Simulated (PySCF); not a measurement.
Species: C₂H₆B (charge -1).
SMILES with atom numbers: `[BH3-:1][CH:2]=[CH2:3]` (hydrogens: H4, H5, H6 on B1; H7 on C2; H8, H9 on C3)

All values: PBE0/pcSseg-1 (PySCF, non-relativistic), on one gas-phase PBE0-D3(BJ)/def2-SVP geometry that isn't relaxed in the solvent. The solvent is an IEF-PCM continuum (van der Waals radii × 1.2). The model holds no explicit solvent molecules, cavitation or dispersion.

Gas phase at PBE0/pcSseg-1: HOMO -1.43 eV, LUMO 5.75 eV.

**Question.** What does the continuum do to the energy and the frontier levels at PBE0/pcSseg-1 in benzene and chloroform?

**Answer.** 
| solvent | ε | E(solvent) − E(gas) (kcal/mol) | polarisation term (kcal/mol) | distortion of the solute (kcal/mol) | HOMO (eV) | LUMO (eV) |
| --- | --- | --- | --- | --- | --- | --- |
| benzene | 2.271 | -32.73 | -33.03 | 0.30 | -4.17 | 3.11 |
| chloroform | 4.711 | -46.54 | -47.25 | 0.71 | -5.29 | 2.04 |

The first energy column is the sum of the next two and covers electrostatics alone. From benzene to chloroform the lowering changes by a factor 1.42, Born's factor 1 − 1/ε by 1.41 and ε itself by 2.1.

**Question.** Which radius a makes Born's formula ΔE = −(q²/2a)(1 − 1/ε) give the value in chloroform?

**Answer.** a = q²(1 − 1/ε)/(2|ΔE|) = 2.81 Å, with q = -1 e and |ΔE| = 0.0742 Eh; the farthest nucleus lies 2.46 Å from the centroid of the nuclei. The formula assumes a point charge at the centre of a sphere.

**Question.** Which Hirshfeld charges (PBE0/pcSseg-1) respond most in benzene (means over atoms taken as equivalent)?

**Answer.** 
| atoms | environment | gas (e) | solvent (e) | change |
| --- | --- | --- | --- | --- |
| H9 | vinylic hydrogen | -0.013 | 0.000 | +0.013 |
| C2 | alkene CH carbon | -0.120 | -0.129 | -0.009 |
| B1 | four-coordinate boron | -0.201 | -0.208 | -0.007 |
| C3 | terminal =CH2 carbon | -0.192 | -0.185 | +0.007 |
| H8 | vinylic hydrogen | -0.002 | +0.003 | +0.005 |
| H7 | vinylic hydrogen | -0.004 | +0.001 | +0.005 |
| H4/H5/H6 | B–H hydrogen | -0.156 | -0.161 | -0.005 |
